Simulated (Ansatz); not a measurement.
# Rhodium, fcc under LDA: testing the cold (Marzari-Vanderbilt) smearing

A convergence test of the cold (Marzari-Vanderbilt) smearing width. The geometry was relaxed under LDA beforehand and stays fixed; 7 values are run, from 0.01 to 1.0 eV. Wanted are the values from which on the energy stays within 10 and 1 meV/atom, and the pressure within 0.5 GPa, of the narrowest run. Within the series other settings stay, but some runs also write fields, which adds to their time. Spin polarisation is left out.

Computed with Ansatz 0.2.0 (DFT LDA, plane waves with PAW, scalar-relativistic, unless a step says otherwise).

**1. The structure to begin with**

It takes space group Fm-3m (No. 225, cubic). The conventional cell has a = 3.755 Å, b = 3.755 Å, c = 3.755 Å, α = 90.00°, β = 90.00°, γ = 90.00°. Around Rh (site symmetry m-3m) lie 12 Rh at 2.66 Å.

Structure file:

```
CELL_PARAMETERS angstrom
0.00000 1.87762 1.87762
1.87762 0.00000 1.87762
1.87762 1.87762 0.00000
ATOMIC_POSITIONS crystal
Rh 0.00000 0.00000 0.00000
```

**2. Run at 0.01 eV**

The run at 0.01 eV.

input.yaml

```yaml
crystal:
  lattice:
    - [0.0, 1.8776226225, 1.8776226225]
    - [1.8776226225, 0.0, 1.8776226225]
    - [1.8776226225, 1.8776226225, 0.0]
  atoms:
    - { symbol: Rh, position: [0.0, 0.0, 0.0] }
hamiltonian:
  xc: lda
  pseudopotentials:
    kind: paw
    azcp:
      Rh: "pseudopotentials/Rh.paw.azcp"
basis:
  ecutwfc: 420
  fft_grid_basis: typed
kpoints:
  mp_grid: { grid: [14, 14, 14], shift: [0, 0, 0] }
magnetization:
  spin_polarized: false
scf:
  occupations: { method: cold, width: 0.01 }
  lower_state_search: "off"
output:
  stress: true
```

Run with:

```
> ansatz run input.yaml --threads 2 --pin off --max-ram 5120MiB --backend cpu --events-out ev --progress --plain --runs-dir out
```

**3. Run at 0.03 eV**

The run at 0.03 eV.

Edit input.yaml of step 2 so:

```diff
@@ -21,3 +21,3 @@
 scf:
-  occupations: { method: cold, width: 0.01 }
+  occupations: { method: cold, width: 0.03 }
   lower_state_search: "off"
@@ -25 +25,5 @@
   stress: true
+  write_density: true
+  write_potential: true
+  elf: true
+  volumetric_format: npy
```

**4. Run at 0.1 eV**

The run at 0.1 eV.

Edit input.yaml of step 3 so:

```diff
@@ -21,3 +21,3 @@
 scf:
-  occupations: { method: cold, width: 0.03 }
+  occupations: { method: cold, width: 0.1 }
   lower_state_search: "off"
@@ -25,5 +25 @@
   stress: true
-  write_density: true
-  write_potential: true
-  elf: true
-  volumetric_format: npy
```

**5. Run at 0.2 eV**

The run at 0.2 eV.

Edit input.yaml of step 4 so:

```diff
@@ -21,3 +21,3 @@
 scf:
-  occupations: { method: cold, width: 0.1 }
+  occupations: { method: cold, width: 0.2 }
   lower_state_search: "off"
```

**6. Run at 0.3 eV**

The run at 0.3 eV.

Edit input.yaml of step 5 so:

```diff
@@ -21,3 +21,3 @@
 scf:
-  occupations: { method: cold, width: 0.2 }
+  occupations: { method: cold, width: 0.3 }
   lower_state_search: "off"
@@ -25 +25,5 @@
   stress: true
+  write_density: true
+  write_potential: true
+  elf: true
+  volumetric_format: npy
```

**7. Run at 0.6 eV**

The run at 0.6 eV.

Edit input.yaml of step 6 so:

```diff
@@ -21,3 +21,3 @@
 scf:
-  occupations: { method: cold, width: 0.3 }
+  occupations: { method: cold, width: 0.6 }
   lower_state_search: "off"
@@ -25,5 +25 @@
   stress: true
-  write_density: true
-  write_potential: true
-  elf: true
-  volumetric_format: npy
```

**8. Run at 1.0 eV**

The run at 1.0 eV.

Edit input.yaml of step 7 so:

```diff
@@ -21,3 +21,3 @@
 scf:
-  occupations: { method: cold, width: 0.6 }
+  occupations: { method: cold, width: 1.0 }
   lower_state_search: "off"
```

(Steps that only read results are left out.)

**Question.** What will these runs give?

The runs gave:

| quantity | value |
| --- | --- |
| E(σ → 0) stays within 10 meV/atom of 0.01 eV | up to 1.0 eV |
| E(σ → 0) stays within 1 meV/atom | up to 0.2 eV |
| pressure stays within 0.5 GPa | up to 1.0 eV |
| pressure at 0.01 eV | -0.43 GPa |
| energy of a separate run on a finer mesh (24×24×24) | -1.1 meV/atom from 0.01 eV |

**Reading.** The far end, 1.0 eV, lies -8.4 meV/atom and -0.1 GPa from the yardstick. The free energy F moves by -5.3 meV/atom over the range, and the estimate for σ → 0 by -8.4. This scheme cancels the term in the square of the width, so F moves little up to 0.2 eV. The mesh (14×14×14) is fixed, so the narrowest widths carry a k-point error of their own. The yardstick itself is unsettled by 1.1 meV/atom against the finer mesh, so the thresholds above hold only within this series, and wider smearing, which averages over more states, can land nearer the fine-mesh value than the narrowest does. The cell taken over is 4 % smaller than the measured one (13.75 Å³/atom, COD).
